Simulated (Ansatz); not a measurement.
**SiClO (doublet): the correlation ladder, def2-TZVPP**

One table from this session's results is given with a row withheld; the runs are named, their logs left out.

The runs use Ansatz 0.2.0, Gaussian basis; def2-TZVPP, core rule «outside noble gas», up to 11 orbitals frozen.

Plan: UHF; ROHF; CCSD(T) on UHF.

**What is computed**

The geometry is a PBE0/def2-TZVP stationary point (not a proven minimum) of the parent state, kept for this charge and spin.

3 atoms, charge 0, spin multiplicity 2.

Atoms are counted from 1 here; the program's logs count them from 0.

Bond lengths: Cl1–Si2 2.047 Å, Si2–O3 1.723 Å. Angles: Cl1–Si2–O3 117.5°.

Coordinates:

```xyz
3

Cl    0.0000   -0.1826    1.3179
Si    0.0000    0.5594   -0.5898
O     0.0000   -0.5774   -1.8850
```

Set-up of the first run:

in.yaml

```yaml
crystal:
  periodic: [false, false, false]
  atoms:
    - {symbol: Cl, position_ang: [0.000000, -0.182593, 1.317915]}
    - {symbol: Si, position_ang: [0.000000, 0.559430, -0.589798]}
    - {symbol: O, position_ang: [0.000000, -0.577421, -1.885025]}
basis:
  gaussian: {orbitals: def2-TZVPP}
magnetization: {spin_polarized: true, initial_magnetization: 1}
hamiltonian: {xc: hf}
output: {orbitals: {seedname: orbitals}}
```

Started as:

```
ansatz run in.yaml --threads 1 --pin off --events-out ev --progress --plain --max-ram 2816MiB --backend cpu
```

Among the steps run: UHF; ROHF; CCSD(T) on UHF.

One of the session's tables, all rows but one given; the rest of the session is left out.

| method | from UCCSD(T) (kJ/mol) |
| --- | --- |
| ROHF | +1454.8 |
| UHF | ? |
| UMP2 | +191.6 |
| UCCSD | +68.2 |
| UCCSD(T) | 0 |

**Question.** Estimate the row for UHF.

The run gave: from UCCSD(T) (kJ/mol): +1436.7. In the column «from UCCSD(T) (kJ/mol)» it lies between UMP2 (+191.6) and ROHF (+1454.8).

Limits of these values: Warnings: spin contamination; coupled cluster took another determinant than the lowest.
